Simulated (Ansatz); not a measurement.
A nudged elastic band was laid between two geometries of H2 + H4O2Si (9 atoms, charge 0, multiplicity 1).

These are results of RKS PBE-D4/def2-TZVP (Ansatz 0.2.0), not measurements.

```yaml
movable_images: 7
climbing_image: yes
spring: 5.0 eV/Å²
optimiser: quadratic models (default)
start_path: through a guess of the saddle point
force_threshold: 0.2 eV/Å
iteration_limit: 60
end_points: relaxed
```

Initial state:

```xyz
9
Properties=species:S:1:pos:R:3
Si -0.256 -0.443 -0.290
O -0.053 0.252 1.207
H -0.064 -0.343 1.972
O 1.152 -0.919 -1.024
H 1.552 -1.751 -0.728
H -0.794 0.628 -1.162
H -1.172 -1.622 -0.144
H 1.407 3.022 2.353
H 1.074 2.425 2.035
```

Final state:

```xyz
9
Properties=species:S:1:pos:R:3
Si -0.442 0.417 -0.801
O 1.476 -0.302 2.306
H 0.764 -0.701 2.836
O 0.962 -0.385 -0.461
H 1.208 -0.410 0.493
H -0.586 0.437 -2.286
H -1.649 -0.250 -0.204
H -0.433 1.831 -0.289
H 1.546 0.614 2.625
```

Question: Which bonds break or form, and what moves?

Answer: Bonds broken: Si1–O2, H8–H9. Bonds formed: Si1–H8, O2–H9. H2 + H4O2Si becomes H2O + H4OSi.

Question: What energy profile does the band end with?

Answer: The forces met the threshold. The highest image is number 5 of 0 to 8, 209.9 kJ/mol above the first end and 149.8 kJ/mol above the last; the last end lies 60.1 kJ/mol above the first. The threshold of 0.2 eV/Å is loose, so the images may lie well off the minimum-energy path. Neighbouring images differ by up to 1.6 eV, so the band resolves the path poorly. The order of the stationary point at the top wasn't checked. The orbitals stay closed-shell, which can raise the energy where a bond breaks towards radicals; this wasn't checked here.

| image | path coordinate (Å) | energy (kJ/mol) | Si1–O2 (Å) | H8–H9 (Å) | Si1–H8 (Å) |
| --- | --- | --- | --- | --- | --- |
| 0 | 0.00 | 0.0 | 1.66 | 0.75 | 4.66 |
| 1 | 0.88 | 0.2 | 1.66 | 0.75 | 4.32 |
| 2 | 1.75 | 0.8 | 1.66 | 0.75 | 3.86 |
| 3 | 2.63 | 6.5 | 1.67 | 0.75 | 3.14 |
| 4 | 3.51 | 58.0 | 1.70 | 0.76 | 2.42 |
| 5 | 4.39 | 209.9 | 1.92 | 1.06 | 1.79 |
| 6 | 5.62 | 79.4 | 2.79 | 1.77 | 1.51 |
| 7 | 6.86 | 62.9 | 3.25 | 2.63 | 1.51 |
| 8 | 8.09 | 60.1 | 3.72 | 3.73 | 1.50 |

Question: What is the geometry of the highest image?

Answer: 
```xyz
9
Properties=species:S:1:pos:R:3
Si 0.015 0.151 -0.048
O 0.516 -0.036 1.801
H -0.262 -0.257 2.347
O 1.367 -0.476 -0.762
H 1.835 -1.183 -0.291
H -0.597 1.007 -1.118
H -1.098 -0.842 0.203
H 0.492 1.749 0.610
H 0.578 1.136 1.475
```

The band took 15 iterations and of the order of 6 core-minutes.

Run time: 100 s on 4 threads of Arm Neoverse V1, with other jobs on the host, peak memory 0.21 GiB.
